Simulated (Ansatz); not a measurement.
We consider bcc Cs, described by r²SCAN-D4 in Ansatz (plane waves, PAW).

Run with plane-wave cutoff 560 eV, 14×14×14 k mesh, Fermi–Dirac smearing 0.05 eV, scalar-relativistic PAW data made under PBE.

Computed at the level's own relaxed cell.

### Question
What does this level give for the volume per atom and lattice constant a?

### Answer

- volume per atom: 122.00 Å³/atom
- lattice constant a: 6.249 Å

The run finds no gap.

Measured, for comparison: equilibrium volume per atom 110.12 Å³/atom, lattice constant a 6.039 Å (low-temperature or extrapolated to 0 K; zero-point anharmonic expansion removed; as tabulated in Csonka et al. (2009), arXiv:0903.4037). Computed (rounded) less measured: equilibrium volume per atom +10.8 %, lattice constant a +3.5 %.

Spin–orbit coupling is not included.

The computed numbers hold no vibrational or temperature effects.

Computing time: roughly 2.8 core-minutes.

Ansatz is an electronic-structure program.
